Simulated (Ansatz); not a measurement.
## HPGe⁺, doublet: reading a ladder of total energies

Geometry: that of the HPGe, singlet, kept fixed.

```yaml
atoms:
  - { symbol: Ge, position_ang: [0.0000, 0.0032, 0.6446] }
  - { symbol: P, position_ang: [0.0000, -0.0503, -1.4815] }
  - { symbol: H, position_ang: [0.0000, 1.3136, -0.9270] }
```

Basis cc-pVDZ; Ansatz 0.2.0. Correlated methods freeze the noble-gas cores and the filled d shells of p-block atoms, which leaves 9 electrons in 31 orbitals. Prefix R: restricted or restricted open-shell reference; prefix U: unrestricted. No spin–orbit coupling is included, and no scalar relativity.

Full CI isn't at hand for all of this; UCCSDT(Q) serves as the reference, and is uncertain by about the last step of the cluster series.

Runs differ by some tens of microhartree through their thresholds and, for an open shell, their frozen cores, so steps under 0.03 kcal/mol mean nothing.

| level | total energy (hartree) |
| --- | --- |
| UHF | -2416.339109 |
| UMP2 | -2416.491440 |
| UCCSD | -2416.525082 |
| UCCSD(T) | -2416.531794 |
| UCCSDT | -2416.532990 |
| UCCSDT(Q) | -2416.533441 |

Problem. What is the correlation energy at UCCSDT(Q), and what share of it do UMP2 and UCCSD(T) recover?

Solution. E(corr) = -2416.533441 − (-2416.339109) = -0.194332 hartree = -5.288 eV. UMP2: -0.152331 / -0.194332 = 78.39 %. UCCSD(T): -0.192685 / -0.194332 = 99.15 %.

Problem. By how many kcal/mol does UCCSD(T) miss UCCSDT(Q) (1 hartree = 627.509 kcal/mol), and which steps make up the rest?

Solution. -2416.531794 − (-2416.533441) = 0.001647 hartree = 1.03 kcal/mol. Steps: UCCSDT − UCCSD(T) = -0.75, UCCSDT(Q) − UCCSDT = -0.28 kcal/mol. Differences between like states or geometries often cancel part of this.
